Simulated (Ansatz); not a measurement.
Relaxed structures of AlH₄O₂ (charge +1), singlet (PBE0-D4/def2-TZVP; forces vanish, vibrations not checked; lower isomers may exist, and structures with a doubtful reference or unclear bonds are left out; Å). Ansatz 0.2.0; basis: def2-TZVPP; cores frozen in the correlated methods.

Rank them by CCSD(T) energy, lowest first, and give each one's height above the lowest. Links in brackets join atoms within 1.22 times the sum of their covalent radii (1.1 for two metals). (To be estimated.)
A.
AlH₄O₂ ([OH][OH][AlH2]), total charge +1
```
7
angstrom
O -0.8534 -1.2141 -0.4853
Al 0.7337 0.5255 1.1079
O -0.1511 0.0210 -0.5015
H -1.7787 -0.9266 -0.5891
H 0.2166 0.1133 -1.3989
H 0.0081 -0.1757 2.2868
H 1.8231 1.5116 0.5926
```
B.
AlH₄O₂ ([OH][AlH][OH2]), total charge +1
```
7
angstrom
O -1.1994 -1.0050 -0.1942
Al -0.0747 0.0456 -0.7751
O 0.7273 0.5079 0.8330
H -1.8976 -1.5564 -0.5430
H 0.5720 0.7732 -1.9790
H 0.4108 0.1182 1.6633
H 1.4617 1.1166 0.9951
```
C.
AlH₄O₂ ([OH2][Al][OH2]), total charge +1
```
7
angstrom
O -1.2612 -0.9619 -0.0396
Al 0.2313 0.0959 -1.0870
O 0.7916 0.5480 0.8944
H -1.7650 -1.6513 -0.4949
H -1.8167 -0.6223 0.6768
H 0.9007 -0.0801 1.6229
H 1.3842 1.2940 1.0636
```

Computed: B (0.000 eV), C (0.982 eV), A (5.402 eV). Heights count from the lowest.

T1 diagnostic: at most 0.012. The restricted Hartree–Fock reference is unstable towards an unrestricted one at one or more of these structures.

For scale, one of the runs: CCSD(T)/def2-TZVPP, 160 basis functions, launched by `ansatz run in.yaml --threads 2 --pin off --events-out ev --progress --plain --max-ram 4352MiB`. Hardware: 2 CPU threads of an Arm Neoverse V1, shared host. Wall time 18 s; peak host memory 1.1 GiB.
